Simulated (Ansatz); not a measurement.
# BSiH3, triplet: from triple and quadruple zeta to the limit

```yaml
atoms:
  - { symbol: B, position_ang: [-1.9944, 0.0000, 0.0000] }
  - { symbol: H, position_ang: [-2.5912, 1.0336, 0.0000] }
  - { symbol: H, position_ang: [-2.5912, -1.0336, 0.0000] }
  - { symbol: H, position_ang: [-0.4694, 0.0000, 0.0000] }
  - { symbol: Si, position_ang: [0.9706, 0.0000, 0.0000] }
```

Connectivity, by distances: BH2 ··· Si, 1 bridging H.

Ansatz 0.2.0, UHF determinant, valence electrons correlated. Energies in eV.

```csv
set,X,functions,Hartree–Fock,MP2 correlation,CCSD(T) correlation,time
def2-TZVPP,3,115,-8576.8861,-5.0853,-6.4627,11 s on 1 × NVIDIA H100 80GB HBM3 with 1 thread of AMD EPYC 7R13 Processor (Zen 3) (shared host)
def2-QZVPP,4,217,-8577.1563,-5.4031,-6.7084,"17 s on 1 × NVIDIA H100 80GB HBM3 with 1 thread of AMD EPYC 7R13 Processor (Zen 3), on a shared host"
```

Hartree–Fock is taken to follow E(X) = E∞ + A·exp(−7.88·√X), correlation E(X) = E∞ + B·X^−2.97.

Cautions: lower spins were not checked; higher spins were not checked; raised T1 diagnostic.

Work out the CCSD(T) energy at the limit, and how far the shortcut misses it that extrapolates MP2 and adds CCSD(T) minus MP2 from the smaller set.

Hartree–Fock: E∞ = E4 + 0.1377·(E4 − E3) = -8577.1936. Correlation: E∞ = E4 + 0.7407·(E4 − E3) = -6.8903 for CCSD(T) and -5.6386 for MP2. The limit is -8584.0839 eV, 0.219 eV below def2-QZVPP. The shortcut gives a correlation energy of -5.6386 + (-1.3775) = -7.0161, 126 meV lower than the direct value.

Past Ne part of the Hartree–Fock step between the two sets comes from the cores, which don't follow the formula, so the 37 meV that it adds to the total can overshoot; that part largely cancels in differences.
